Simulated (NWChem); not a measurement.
Species: C2H3, doublet; SMILES [CH]=C

Program: NWChem. Spin-unrestricted. In the optimisation the excess spin sits in a' (Cs, its own frame). The geometry was optimised at PBE0-D3(BJ)/def2-TZVP, spin-unrestricted. No stability test was run on the SCF state.

What does the run give for CAM-B3LYP/def2-TZVPP? Quantities: highest occupied level (eV); lowest empty minus highest occupied level, either spin (eV); dipole (D).


| Quantity | Value |
|---|---|
| highest occupied level (eV) | -8.29 |
| lowest empty minus highest occupied level, either spin (eV) | 7.47 |
| dipole (D) | 0.71 |
